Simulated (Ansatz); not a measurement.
Ansatz input wanted

C3HOP: 6 atoms, total charge 0, spin state singlet. As SMILES, `C#CP=C=O`. Geometry: relaxed at GFN2-xTB.

| atom | x (Å) | y (Å) | z (Å) |
| --- | --- | --- | --- |
| C | 1.4319 | 0.8010 | 0.3473 |
| C | 0.2985 | 0.4347 | 0.5152 |
| P | -1.3637 | -0.0023 | 0.9216 |
| C | -1.3851 | -0.8652 | -0.4859 |
| O | -1.4045 | -1.4723 | -1.4739 |
| H | 2.4229 | 1.1040 | 0.1756 |

Settings wanted:

```yaml
basis_set: aug-cc-pVTZ
symmetry_tolerance: 0.01 angstrom
active_electrons: 8
active_orbitals: 8
orbitals_optimised: yes
task: energy
method: CASSCF
reference: RHF
accuracy: medium
threads: 16
```

Write the Ansatz 0.2.0 input and the command.

This one ran through:

molecule.yaml:
```yaml
crystal:
  periodic: [false, false, false]
  atoms:
    - {symbol: C, position_ang: [1.431860, 0.801030, 0.347270]}
    - {symbol: C, position_ang: [0.298480, 0.434740, 0.515240]}
    - {symbol: P, position_ang: [-1.363710, -0.002260, 0.921630]}
    - {symbol: C, position_ang: [-1.385090, -0.865230, -0.485860]}
    - {symbol: O, position_ang: [-1.404480, -1.472270, -1.473890]}
    - {symbol: H, position_ang: [2.422940, 1.103990, 0.175620]}
basis:
  gaussian:
    orbitals: aug-cc-pVTZ
    symmetry_tolerance_ang: 0.01
correlation:
  active_space: {window: {electrons: 8, orbitals: 8}}
```

```bash
$ ansatz run molecule.yaml --threads 16 --pin off --max-ram 55680MiB --events-out events.jsonl --progress --plain --runs-dir runs
```

Calculated total energy: -529.92151 Eh.
